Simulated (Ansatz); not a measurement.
Input file:

```yaml
crystal:
  periodic: [false, false, false]
  atoms:
    - {symbol: Si, position_ang: [0.000000, 0.000000, 0.000000]}
    - {symbol: P, position_ang: [0.000000, 0.000000, 2.181400]}
basis:
  gaussian: {orbitals: aug-cc-pVDZ}
magnetization: {spin_polarized: true, initial_magnetization: 3}
correlation: {method: ccsd_t, electrons: outside_noble_gas}
```

```sh
$ ansatz run in.yaml --threads 1 --pin off --events-out ev --progress --plain --max-ram 2393MiB
```

Output:

```
560 factors; integrals over basis functions are off by at most 6.2e-4 eV
mean field evaluation 1: about -17129.8564 eV, gradient 5.6e0 eV
mean field evaluation 2: about -17129.8567 eV, gradient 5.6e0 eV
mean field evaluation 4: about -17130.3613 eV, gradient 1.4e0 eV
mean field evaluation 8: about -17130.4024 eV, gradient 8.0e-2 eV
mean field evaluation 16: about -17130.4839 eV, gradient 7.4e-1 eV
mean field evaluation 32: about -17131.5954 eV, gradient 2.0e-6 eV
mean field evaluation 64: about -17130.4028 eV, gradient 3.2e-5 eV
mean field evaluation 96: about -17130.2595 eV, gradient 2.0e0 eV
mean field evaluation 128: about -17131.5872 eV, gradient 4.1e-1 eV
mean field evaluation 160: about -17131.4501 eV, gradient 1.6e0 eV
mean field evaluation 192: about -17130.9386 eV, gradient 5.3e-1 eV
mean field evaluation 224: about -17130.9443 eV, gradient 7.0e-1 eV
mean field evaluation 256: about -17130.9690 eV, gradient 2.0e-3 eV
mean field evaluation 288: about -17130.4028 eV, gradient 8.2e-3 eV
mean field evaluation 320: about -17127.9058 eV, gradient 1.7e0 eV
mean field evaluation 352: about -17131.5948 eV, gradient 3.5e-4 eV
mean field evaluation 384: about -17130.9690 eV, gradient 6.3e-3 eV
mean field evaluation 416: about -17127.6787 eV, gradient 2.2e-1 eV
mean field evaluation 448: about -17127.5649 eV, gradient 6.9e-1 eV
mean field evaluation 480: about -17127.7313 eV, gradient 3.8e-1 eV
mean field evaluation 512: about -17130.9689 eV, gradient 6.1e-2 eV
mean field evaluation 544: about -17130.3977 eV, gradient 2.0e-1 eV
mean field evaluation 576: about -17127.8338 eV, gradient 4.4e-3 eV
mean field evaluation 608: about -17130.9690 eV, gradient 1.1e-3 eV
mean field evaluation 640: about -17130.4028 eV, gradient 1.8e-3 eV
mean field evaluation 672: about -17128.0153 eV, gradient 2.4e0 eV
mean field evaluation 704: about -17131.5948 eV, gradient 3.4e-3 eV
mean field evaluation 736: about -17130.1870 eV, gradient 2.6e0 eV
mean field evaluation 768: about -17129.8293 eV, gradient 4.8e0 eV
mean field -17131.59537689 eV, -629.5745178884 hartree, gradient 2.0e-6 eV, S^2 3.821626; 21 other end points of the search recorded, 0 dependent functions left out
determinant -17131.59537689 eV, -629.5745178884 hartree, with singles and doubles -17136.22315634 eV, -629.7445856462 hartree
determinant -17130.96902719 eV, -629.5514999612 hartree, with singles and doubles -17136.01213150 eV, -629.7368306265 hartree
determinant -17130.92268927 eV, -629.5497970742 hartree, with singles and doubles -17136.01601053 eV, -629.7369731783 hartree
determinant -17130.40277888 eV, -629.5306907199 hartree, with singles and doubles -17135.51023897 eV, -629.7183864160 hartree
determinant -17129.13551023 eV, -629.4841194559 hartree, with singles and doubles -17133.55501346 eV, -629.6465332039 hartree
determinant -17131.59537689 eV, -629.5745178884 hartree, with singles and doubles -17136.22814027 eV, -629.7447688024 hartree
determinant -17130.96902719 eV, -629.5514999612 hartree, with singles and doubles -17136.02318261 eV, -629.7372367472 hartree
determinant -17130.92268927 eV, -629.5497970742 hartree, with singles and doubles -17136.02264055 eV, -629.7372168269 hartree
determinant -17131.59478233 eV, -629.5744960387 hartree, with singles and doubles -17136.22816927 eV, -629.7447698679 hartree
determinant -17131.59478233 eV, -629.5744960387 hartree, with singles and doubles -17136.22932646 eV, -629.7448123939 hartree
10 core orbitals not correlated: weight in the atoms' cores, before any rotation towards them, 1.000 or more for the frozen orbitals, at most 0.000 for the correlated occupied ones
reference -17131.59478233 eV, -629.5744960387 hartree; 6, 3 occupied and 38, 41 virtual orbitals, 560 factors
second order -3.63798424 eV of doubles, -0.00000000 eV of singles
cycle   1  -4.63454442 eV  change   -2.9e-7 eV  update   2.2e-6
perturbative correction -0.16155985 eV, -0.0059372150 hartree
Total energy: -17136.39088660 eV, -629.7507496195 hartree
```

For the same geometry and basis UCCSDT(Q) lies 49.2 meV lower.

Ran on 1 thread of Arm Neoverse V1, shared host: 16 s wall, 0.15 GiB peak host memory.
